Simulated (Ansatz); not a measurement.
# Molecular dynamics of CH5FSi

input.yaml

```yaml
crystal:
  periodic: [false, false, false]
  atoms:
    - { symbol: Si, position_ang: [-0.008488, 0.004482, -0.024145] }
    - { symbol: F, position_ang: [0.391974, -0.198031, 1.528763] }
    - { symbol: H, position_ang: [1.242078, 0.242449, -0.77206] }
    - { symbol: H, position_ang: [-0.875563, 1.196983, -0.101588] }
    - { symbol: C, position_ang: [-0.889497, -1.528463, -0.623518] }
    - { symbol: H, position_ang: [-1.796545, -1.709324, -0.042857] }
    - { symbol: H, position_ang: [-1.174487, -1.420757, -1.673284] }
    - { symbol: H, position_ang: [-0.247371, -2.40734, -0.53501] }
basis:
  gaussian: { orbitals: def2-SVP }
hamiltonian:
  xc: hf
md:
  timestep: 0.25
  n_steps: 300
  ensemble: nve
  temperature: 700.0
  initial_velocities: maxwell_boltzmann
  seed: 509606
```

Launched with:

```bash
$ ansatz run input.yaml --threads 1 --pin off --max-ram 2048MiB --backend cpu --events-out ev --progress --plain --runs-dir out
```

It starts from a relaxed structure.

Output, in part (step lines, the closing report, with atoms numbered from 0):

```
md step     0: t =     0.00 fs  T =   700.0 K  F+E_penalty+E_count = -11674.10560569 eV  E_kin = 0.542892 eV  conserved = -11673.56271370 eV  (30 SCF iters)
md step     1: t =     0.25 fs  T =   694.5 K  F+E_penalty+E_count = -11674.10132541 eV  E_kin = 0.538639 eV  conserved = -11673.56268664 eV  (30 SCF iters)
md step     2: t =     0.50 fs  T =   678.5 K  F+E_penalty+E_count = -11674.08883030 eV  E_kin = 0.526201 eV  conserved = -11673.56262963 eV  (30 SCF iters)
md step     3: t =     0.75 fs  T =   653.0 K  F+E_penalty+E_count = -11674.06898754 eV  E_kin = 0.506439 eV  conserved = -11673.56254895 eV  (23 SCF iters)
md step     4: t =     1.00 fs  T =   619.7 K  F+E_penalty+E_count = -11674.04304797 eV  E_kin = 0.480596 eV  conserved = -11673.56245167 eV  (23 SCF iters)
md step     5: t =     1.25 fs  T =   580.5 K  F+E_penalty+E_count = -11674.01253452 eV  E_kin = 0.450189 eV  conserved = -11673.56234511 eV  (23 SCF iters)
md step     6: t =     1.50 fs  T =   537.5 K  F+E_penalty+E_count = -11673.97912640 eV  E_kin = 0.416890 eV  conserved = -11673.56223622 eV  (24 SCF iters)
md step     7: t =     1.75 fs  T =   493.1 K  F+E_penalty+E_count = -11673.94454714 eV  E_kin = 0.382416 eV  conserved = -11673.56213134 eV  (23 SCF iters)
[... lines left out ...]
md step   297: t =    74.25 fs  T =   368.0 K  F+E_penalty+E_count = -11673.84767052 eV  E_kin = 0.285370 eV  conserved = -11673.56230050 eV  (24 SCF iters)
md step   298: t =    74.50 fs  T =   370.3 K  F+E_penalty+E_count = -11673.84950222 eV  E_kin = 0.287183 eV  conserved = -11673.56231953 eV  (23 SCF iters)
md step   299: t =    74.75 fs  T =   370.2 K  F+E_penalty+E_count = -11673.84943991 eV  E_kin = 0.287111 eV  conserved = -11673.56232868 eV  (23 SCF iters)
md step   300: t =    75.00 fs  T =   367.5 K  F+E_penalty+E_count = -11673.84730674 eV  E_kin = 0.284981 eV  conserved = -11673.56232579 eV  (31 SCF iters)
Total energy: -11673.84730674 eV, -429.0059757047 hartree
Atom 0 at    -0.024610    -0.017900    -0.014824 Å, force     1.153668    -0.242332     0.192884 eV/Å
Atom 1 at     0.434616    -0.177759     1.532977 Å, force    -0.578158    -0.150431    -0.000586 eV/Å
Atom 2 at     1.273643     0.362716    -0.607134 Å, force    -0.107693    -0.237735    -0.477514 eV/Å
Atom 3 at    -0.952272     1.036307    -0.196235 Å, force    -0.771061     1.308944     0.168659 eV/Å
Atom 4 at    -0.912683    -1.517894    -0.654980 Å, force     0.305158    -0.623908     1.484374 eV/Å
Atom 5 at    -1.952445    -1.488917    -0.228457 Å, force     1.075507    -0.447198    -0.304458 eV/Å
Atom 6 at    -0.987719    -1.481978    -1.726662 Å, force    -0.001151    -0.094512    -0.633508 eV/Å
Atom 7 at    -0.311351    -2.410530    -0.330537 Å, force    -1.076270     0.487170    -0.429851 eV/Å
Dipole moment:    -0.189914    -0.107668    -0.373549 e Å
```

The steps, from the saved trajectory:

| time (fs) | T (K) | potential energy less start (eV) | conserved less start (meV/atom) |
| --- | --- | --- | --- |
| 0 | 700 | 0.000 | 0.00 |
| 2.5 | 371 | 0.256 | 0.10 |
| 5 | 312 | 0.302 | 0.06 |
| 7.5 | 250 | 0.350 | 0.10 |
| 10 | 434 | 0.207 | 0.02 |
| 12.5 | 328 | 0.289 | 0.09 |
| 15 | 321 | 0.294 | 0.06 |
| 17.5 | 247 | 0.352 | 0.09 |
| 20 | 498 | 0.157 | 0.02 |
| 22.5 | 451 | 0.194 | 0.07 |
| 25 | 266 | 0.337 | 0.09 |
| 27.5 | 291 | 0.318 | 0.05 |
| 30 | 277 | 0.329 | 0.07 |
| 32.5 | 361 | 0.263 | 0.06 |
| 35 | 304 | 0.308 | 0.08 |
| 37.5 | 340 | 0.280 | 0.04 |
| 40 | 277 | 0.329 | 0.10 |
| 42.5 | 482 | 0.170 | 0.03 |
| 45 | 285 | 0.322 | 0.09 |
| 47.5 | 335 | 0.283 | 0.05 |
| 50 | 279 | 0.327 | 0.09 |
| 52.5 | 364 | 0.261 | 0.04 |
| 55 | 311 | 0.303 | 0.08 |
| 57.5 | 345 | 0.276 | 0.06 |
| 60 | 325 | 0.292 | 0.09 |
| 62.5 | 487 | 0.165 | 0.04 |
| 65 | 438 | 0.204 | 0.06 |
| 67.5 | 289 | 0.319 | 0.09 |
| 70 | 359 | 0.265 | 0.05 |
| 72.5 | 327 | 0.290 | 0.07 |
| 75 | 367 | 0.258 | 0.05 |

All steps were run. The conserved energy stayed within 0.13 meV per atom of its start (net change 0.049 meV per atom), so the integration is sound. Over the second half the temperature averaged 0.50 of the 700 K drawn at the start: a run that starts near a minimum puts about half its kinetic energy into the potential. A run of 0.075 ps of so small a system gives no equilibrium averages.

The same pairs are bonded in the first frame and the last. Pairs count as bonded within 1.25 times the sum of covalent radii (0.12 Å more for H–H).

Last frame:

```xyz
8
Properties=species:S:1:pos:R:3
Si -0.025 -0.018 -0.015
F 0.435 -0.178 1.533
H 1.274 0.363 -0.607
H -0.952 1.036 -0.196
C -0.913 -1.518 -0.655
H -1.952 -1.489 -0.229
H -0.988 -1.482 -1.727
H -0.311 -2.410 -0.331
```

The run took 3.5 min on 1 thread of Arm Neoverse V2, on a shared host, peak memory 0.11 GiB.
